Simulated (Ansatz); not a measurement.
Wavefunction ladder for C$_{6}$H$_{14}$, SMILES `CCCCCC`

Cartesian coordinates in Å:
```
C -1.365 2.155 -0.549
C -1.425 0.785 -1.204
C -0.274 -0.137 -0.820
C -0.256 -0.526 0.651
C 0.806 -1.560 1.007
C 2.233 -1.068 0.826
H -1.449 2.090 0.539
H -2.174 2.799 -0.901
H -0.419 2.657 -0.776
H -1.429 0.909 -2.292
H -2.374 0.299 -0.951
H 0.672 0.346 -1.091
H -0.332 -1.051 -1.423
H -1.243 -0.921 0.921
H -0.104 0.365 1.271
H 0.664 -1.868 2.048
H 0.649 -2.459 0.400
H 2.453 -0.833 -0.218
H 2.412 -0.162 1.412
H 2.955 -1.820 1.150
```

Total charge 0; spin multiplicity 1. The structure was optimised at the PBE0-D4/def2-TZVP level. It is one conformer, not always the lowest. Frozen core, restricted reference, Ansatz 0.2.0. CBS rows extrapolate triple and quadruple zeta; past MP2 they add the triple-zeta difference.

| basis | HF (Eh) | MP2 corr. | CCSD corr. | (T) | CCSD(T) total |
| --- | --- | --- | --- | --- | --- |
| def2-TZVPP | -235.45301 | -1.06644 | -1.13821 | -0.04360 | -236.63482 |
| def2-QZVPP | -235.46432 | -1.13206 | – | – | – |
| CBS(def2) | -235.46588 | -1.18067 | -1.25244 | as TZ | -236.76192 |
